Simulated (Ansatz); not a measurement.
A calculation with Ansatz (development build ahead of 0.2.0).

```yaml
crystal:
  periodic: [false, false, false]
  atoms:
    - { symbol: C, position_ang: [0.25201, -0.32739, -0.20837] }
    - { symbol: O, position_ang: [1.16704, 0.49617, 0.04903] }
    - { symbol: C, position_ang: [-1.16154, -0.09441, 0.1527] }
    - { symbol: H, position_ang: [0.53656, -1.2402, -0.71788] }
    - { symbol: H, position_ang: [-1.30579, 0.84814, 0.64817] }
    - { symbol: H, position_ang: [-1.75942, -0.14591, -0.76538] }
    - { symbol: H, position_ang: [-1.49001, -0.92345, 0.79144] }
basis:
  gaussian: { orbitals: def2-SVP }
total_charge: 1
magnetization:
  spin_polarized: true
  initial_magnetization: 1
hamiltonian:
  xc: hf
correlation:
  method: mp2
  frozen_orbitals: { C: 1, H: 0, O: 1 }
output:
  forces: true
```

The input is written out in the form of the current development build from the run's settings.

The run gave:

| Item | Value |
| --- | --- |
| Converged | yes |
| Reference energy | -152.47275 hartree |
| Correlation energy | -0.39987 hartree |
| Total energy | -152.87262 hartree |
| Spin squared of the determinant | 0.775 |
| Stability test | minimum |

Forces (eV/Å):
```json
{"atom": "C1", "Fx": "1.352", "Fy": "2.432", "Fz": "0.992"}
{"atom": "O2", "Fx": "-2.049", "Fy": "-1.978", "Fz": "-0.643"}
{"atom": "C3", "Fx": "0.066", "Fy": "-0.101", "Fz": "-0.065"}
{"atom": "H4", "Fx": "0.629", "Fy": "-0.734", "Fz": "-0.477"}
{"atom": "H5", "Fx": "-0.090", "Fy": "0.687", "Fz": "0.362"}
{"atom": "H6", "Fx": "0.015", "Fy": "-0.062", "Fz": "-0.266"}
{"atom": "H7", "Fx": "0.078", "Fy": "-0.243", "Fz": "0.098"}
```
